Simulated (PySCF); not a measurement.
Working out the ionisation energy of S

S [Ne] 3s2 3p4 (3P) → S⁺ [Ne] 3s2 3p3 (4S). Computed with PySCF 2.14 in aug-cc-pV(5+d)Z, with no relativity, point nucleus. Frozen: [Ne]. Energies in hartree (1 hartree = 27.21139 eV):

| part | S (lower) | S⁺ (upper) |
| --- | --- | --- |
| UHF | -397.513217 | -397.173751 |
| MP2 opposite-spin | -0.104166 | -0.073800 |
| MP2 same-spin | -0.028920 | -0.025887 |

**Question.** What does Hartree-Fock give?

**Answer.** (-397.173751) − (-397.513217) = 0.339466 hartree = 9.237 eV.

**Question.** What do MP2 and SCS-MP2 (6/5 opposite-spin, 1/3 same-spin) give?

**Answer.** The opposite-spin parts differ by 0.826 eV and the same-spin parts by 0.083 eV. MP2: 9.237 + (0.826) + (0.083) = 10.146 eV. SCS-MP2: 9.237 + 1.2 × (0.826) + (0.083)/3 = 10.256 eV.

Measured between the centres of the two terms (NIST): 10.336 eV, so MP2 (valence) is off by -0.190 eV.

What remains against the reference includes basis incompleteness, the frozen core and correlation beyond second order.
